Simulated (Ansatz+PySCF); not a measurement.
A calculation with Ansatz (development build ahead of 0.2.0).

```yaml
crystal:
  periodic: [false, false, false]
  atoms:
    - { symbol: C, position_ang: [0.0, 0.0, -0.29266] }
    - { symbol: C, position_ang: [0.0, 0.0, -1.51496] }
    - { symbol: H, position_ang: [0.0, 0.0, -2.57716] }
    - { symbol: C, position_ang: [0.0, 0.0, 1.07427] }
    - { symbol: H, position_ang: [0.0, -0.97295, 1.65525] }
    - { symbol: H, position_ang: [0.0, 0.97295, 1.65525] }
basis:
  gaussian: { orbitals: cc-pVTZ }
magnetization:
  spin_polarized: true
  initial_magnetization: 1
hamiltonian:
  xc: hf
correlation:
  method: mp2
  frozen_orbitals: { C: 1, H: 0 }
output:
  forces: true
```

The input is written out in the form of the current development build from the run's settings.

The run gave:

| Quantity | Value |
| --- | --- |
| Converged | yes |
| Reference energy | -115.28879 hartree |
| Correlation energy | -0.42691 hartree |
| Total energy | -115.71570 hartree |
| Spin squared of the determinant | 0.968 |
| Stability test | minimum |
| Occupied orbitals by symmetry in an Abelian subgroup (alpha; beta) | 7 A1 2 B1 2 B2; 7 A1 1 B1 2 B2 |

Forces (eV/Å):
```csv
atom,Fx,Fy,Fz
C1,0.000,0.000,-3.519
C2,0.000,0.000,3.052
H3,0.000,0.000,0.104
C4,0.000,0.000,2.283
H5,0.000,1.537,-0.960
H6,0.000,-1.537,-0.960
```

Caution: the unrestricted determinant is spin contaminated; forces differ strongly between restricted and unrestricted references.
